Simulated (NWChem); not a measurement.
# Correlation energy of ozone (O3)

```
O
O 1 1.2340
O 1 1.2340 2 118.53
```
Charge 0, spin multiplicity 1.

The numbers come from NWChem runs, not from measurements. Structure: optimised with PBE0/def2-SVP, a minimum by its harmonic frequencies.

Basis set: cc-pVTZ. Each correlation energy counts from its own Hartree-Fock reference.

The correlated methods keep 3 core orbitals frozen. The species is likely to have several important configurations. Coupled-cluster values serve here as a point of comparison, not as the truth.

```tsv
method	correlation energy (mHa)
CR-CCSD[T]	-768.0
SCS-MP2	___
CCSD+T(CCSD)	___
RI-MP2	-762.0
MP2	-762.0
CCSD(T)	___
CCSD	-734.0
CR-CCSD(T)	-765.8
```

Task: What belongs in the gaps?

Result: 
- SCS-MP2, correlation energy (mHa): -737.8
- CCSD+T(CCSD), correlation energy (mHa): -780.3
- CCSD(T), correlation energy (mHa): -777.3
